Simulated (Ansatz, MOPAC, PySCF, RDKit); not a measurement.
Complex: H2O (SMILES O) (first 3 atoms) with CH4O (SMILES CO); geometry from S66by8 set.
(charge 0, multiplicity 1):
```xyz
9

O     -2.3241     0.0820     0.1013
H     -2.7407     0.8809     0.4271
H     -1.3950     0.1928     0.3423
O      1.0509     0.1745     0.5282
H      1.4188    -0.3976     1.2058
C      1.5159    -0.2971    -0.7339
H      1.0851     0.3540    -1.4870
H      2.6018    -0.2463    -0.8082
H      1.1875    -1.3170    -0.9330
```

Counterpoise-corrected where a basis set is named; no monomer relaxation. RDKit's UFF carries no charges.

Rows in 6-31G* carry no dispersion term and start afresh at each structure (6-31G* with six Cartesian d functions). MP2/6-31G* freezes PySCF's default core. The state reached by AM1, PM3 isn't checked.

Programs: Ansatz (Gaussian orbitals); MOPAC for AM1, PM3 (differences of heats of formation); PySCF for 6-31G* rows, the dispersion terms; RDKit for the force fields. Values without a source in brackets are computed.

| level | interaction energy (kJ/mol) |
|---|---|
| UFF | 0.9 |
| AM1 | -9.4 |
| PM3 | -6.3 |
| PBE-D4/def2-TZVPPD | -17.0 |
| B3LYP/6-31G* | -15.7 |
| B3LYP/def2-TZVPPD | -13.9 |
| B3LYP-D3(BJ)/def2-TZVPPD | -16.8 |
| PBE0/def2-TZVPPD | … |
| MP2/6-31G* | -16.7 |

What belongs in the gaps?


- PBE0/def2-TZVPPD, interaction energy (kJ/mol): -15.1

Ansatz is a first-principles code.
